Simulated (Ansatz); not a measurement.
**Al3GaN4 and its substituted relatives**

Theory: Ansatz, DFT PBEsol, scalar-relativistic, plane waves, PAW. (420 eV cutoff, 6×8×4 k-mesh, Gaussian smearing of 0.02 eV, no spin polarisation)

Reference structure (relaxed):

```
CELL_PARAMETERS angstrom
5.04341 0.00000 0.00011
0.00000 3.13007 0.00000
-0.00324 0.00000 5.41799
ATOMIC_POSITIONS crystal
Al 0.50023 0.50000 0.16733
Al 0.00092 0.50000 0.83481
Al 0.00109 0.00000 0.33169
Ga 0.49942 0.00000 0.66620
N 0.11117 0.00000 0.66633
N 0.12245 0.50000 0.16716
N 0.62512 0.50000 0.84019
N 0.62319 0.00000 0.32629
```

Each substitution replaces an element on all its sites; cell and atoms are then relaxed within the symmetry of the start. The crystals needn't be the stable forms of their compositions. Lengths are those of the primitive cell. Mesh and smearing follow each crystal's size and gap, and all runs are without spin polarisation. Gaps are Kohn–Sham gaps over the whole zone.

Energies of formation count from the elements' standard states in the same functional (gases as molecules, bromine and mercury as crystals, carbon as graphite, phosphorus as black phosphorus), at zero temperature and without zero-point motion.

A cell with an odd number of electrons and no spin polarisation is a metal by construction and may be lower with spin.

| formula | V (Å³/atom) | a (Å) | b (Å) | c (Å) | gap (eV) | space group | ΔH_f (eV/atom) |
| --- | --- | --- | --- | --- | --- | --- | --- |
| Al3GaN4 | 10.69 | 5.043 | 3.130 | 5.418 | 3.48 | Pm (6) | -1.244 |

Problem. Predict the relaxed crystal after Ga→Y.

Solution. YAl3N4: the volume per atom increases by 1.41 Å³ to 12.10 Å³ (+13.2 %), the gap is 2.21 eV (indirect), the formation energy is -1.351 eV/atom against -1.244 before, space group Pm (6).

Problem. Predict the relaxed crystal after Ga→Ge.

Solution. Al3GeN4: the volume per atom increases by 0.36 Å³ to 11.05 Å³ (+3.4 %), it is a metal, the formation energy is -0.916 eV/atom against -1.244 before, space group Pm (6).